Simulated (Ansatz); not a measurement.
We consider rock-salt HfN, described by PBE+SOC (plane waves, PAW; Ansatz, an electronic-structure program).

From the output:

```
Crystal: 2 atoms, lattice volume = 24.417 Å³
Basis set: ecut = 520 eV, 645 PW (Γ), exchange–correlation on 50×50×50 points (8 copies of the dense FFT grid, shifted against one another)
Bands: 40, of which v1, the nominal top of the filled ones, is band 31 counted from 1 (30 counted from 0)
Symmetry: 48 space group operations + 48 with time reversal
k-points: 328 of 10648
Initial density: superposition of atomic densities (chi_scale 0.1, normalization cell, long waves kept (reshape's long-wave potential 0.00 eV rms))
Functional: x = pbe(κ = 0.804, μ = 0.2195149727645171), c = pbe(β = 0.06672455060314922)
spin=Noncollinear: Kerker preconditioning applied to the charge; magnetization (m_x, m_y, m_z) channels mix plain (no charge-response kernel on spin).
SCF 1 converged in 10 iterations: F = -16127.288671 eV  dr2 = 3.48e-11
SCF converged after 10 iterations
Free energy (F): -16127.288671 eV
Internal energy: -16127.283455 eV  (E = F + TS)
E sigma→0 (E₀):  -16127.286063 eV
Fermi energy:    22.535316 eV
--- Forces (eV/Å), atoms counted from 1 ---
  atom   1  Hf    -0.00000000     0.00000000     0.00000000
  atom   2  N      0.00000000     0.00000000    -0.00000000
--- Stress (GPa, compression-positive) ---
       -9.482593       0.000000       0.000000
        0.000000      -9.482593       0.000000
       -0.000000       0.000000      -9.482593
  P = ⅓ Tr σ = -9.4826 GPa (-94.826 kbar)
```

Q: Write an input file that could have produced this run (the log leaves some choices open).

A: This is not unique; one that fits is 
Ansatz 0.2 input:
```yaml
crystal:
  lattice:
    - [0.0, 2.3026131667, 2.3026131667]
    - [2.3026131667, 0.0, 2.3026131667]
    - [2.3026131667, 2.3026131667, 0.0]
  atoms:
    - { symbol: Hf, position: [0.0, 0.0, 0.0] }
    - { symbol: N, position: [0.5, 0.5, 0.5] }
basis:
  ecutwfc: 520
  ecutrho_ratio: 4
  xc_grid: 2
kpoints:
  mp_grid: { grid: [22, 22, 22] }
hamiltonian:
  xc: pbe
  dispersion: none
  pseudopotentials: { kind: paw }
scf:
  occupations: { method: fermi_dirac, width: 0.05 }
  convergence: { dr2_threshold: 0.0000000002 }
output:
  forces: true
  stress: true
  eigenvalues: true
magnetization:
  noncollinear: true
  spin_orbit: true
```

The cell is one volume of an energy–volume scan, off the minimum.
